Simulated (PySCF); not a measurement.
Stretching SN

Set-up: PySCF, no relativity, basis sets S def2-TZVP, N def2-TZVP. Energies in eV from S + N in their ground configurations at the same level. State: ²Π (doublet), unpaired electrons π ↑.

All columns are PBE0. A positive dipole means S(−)N(+).

| R (Å) | E (eV) | μ (D) | Mulliken charge on S (basis-dependent) | HOMO (eV) | LUMO (eV) | Mayer bond order | ⟨S²⟩ |
| --- | --- | --- | --- | --- | --- | --- | --- |
| 1.280 | -2.935 | -2.03 | 0.11 | -5.35 | -2.66 | 2.51 | 0.76 |
| 1.340 | -4.010 | -2.01 | 0.15 | -5.62 | -2.92 | 2.49 | 0.76 |
| 1.400 | -4.600 | -1.96 | 0.18 | -5.91 | -3.19 | 2.46 | 0.76 |
| 1.444 | -4.807 | -1.90 | 0.19 | -6.12 | -3.39 | 2.44 | 0.76 |
| 1.489 | -4.862 | -1.83 | 0.19 | -6.32 | -3.60 | 2.42 | 0.76 |
| 1.534 | -4.799 | -1.76 | 0.19 | -6.53 | -3.81 | 2.40 | 0.76 |
| 1.593 | -4.582 | -1.64 | 0.17 | -6.78 | -4.09 | 2.37 | 0.77 |
| 1.668 | -4.170 | -1.47 | 0.14 | -7.06 | -4.42 | 2.28 | 0.84 |
| 1.757 | -3.603 | -1.26 | 0.10 | -7.28 | -4.64 | 2.01 | 1.07 |
| 1.876 | -2.869 | -1.00 | 0.07 | -7.47 | -4.72 | 1.67 | 1.33 |

A fit through these points gives, at Re = 1.486 Å, μ = -1.84 D and dμ/dR = 1.59 D/Å; the reduced mass is 9.738 u.

Q: How strong is the fundamental in the double-harmonic approximation, I = 42.26·(dμ/dR)²/μred km/mol?

A: I = 42.26·(1.59)²/9.738 = 11.0 km/mol at PBE0.

⟨S²⟩ of the unrestricted solution departs from its pure value on part of the curve, where spin states mix. The state was picked by a PBE0 search and need not be the measured ground state.
